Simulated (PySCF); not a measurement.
Carbon: a sound run and one with changed settings

Sound run: C [He] 2s2 2p2, C⁺ [He] 2s2 2p1. Calculation: PySCF 2.14, in cc-pVDZ (3s2p1d, 14 functions); the non-relativistic Hamiltonian (point nucleus). In the sound run the correlated levels freeze 1s2. The sound run starts from symmetry-adapted Hartree-Fock orbitals and uses a fine grid where one is needed.

A second run was set up differently.

| species | method | sound run (hartree) | changed run (hartree) | converged |
| --- | --- | --- | --- | --- |
| C | UHF | -37.68654 | -37.19839 | yes |
| C | MN15 | -37.80223 | -37.11320 | yes |
| C | M06-L | -37.84182 | -37.33238 | yes |
| C | MP2 | -37.73831 | -37.20823 | yes |
| C | CCSD(T) | -37.76038 | -37.21862 | yes |
| C⁺ | UHF | -37.28953 | -36.87037 | yes |
| C⁺ | MN15 | -37.38636 | -36.76974 | yes |
| C⁺ | M06-L | -37.41867 | -36.98167 | yes |
| C⁺ | MP2 | -37.33082 | -36.89090 | yes |
| C⁺ | CCSD(T) | -37.35689 | -36.91145 | yes |

Ionisation energy of C:

```csv
method,sound run (eV),changed run (eV)
UHF,10.803,8.926
MN15,11.316,9.346
M06-L,11.515,9.543
MP2,11.088,8.635
SCS-MP2,10.982,8.577
CCSD,10.972,8.359
CCSD(T),10.979,8.359
```

(1) What was changed?
A. basis contracted for another Hamiltonian
B. radial grid too coarse
C. too few SCF iterations
D. minimal basis

Answers

(1) D. It used basis STO-3G. A minimal basis cannot let orbitals breathe on ionisation and holds almost no correlation.
